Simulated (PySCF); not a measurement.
```xyz
3

N     -0.0013     0.4482     0.0000
H     -0.8020    -0.2265     0.0000
H      0.8033    -0.2217     0.0000
```

Charge 0, multiplicity 2.

### Question
Give the Mulliken and meta-Löwdin atomic charges from TPSSh-D3(BJ)/def2-TZVP // PBE-D3(BJ)/def2-SVP run with PySCF.

### Answer

```csv
atom,Mulliken (e),meta-Löwdin (e)
N1,-0.44,-0.42
H2,0.22,0.21
H3,0.22,0.21
```
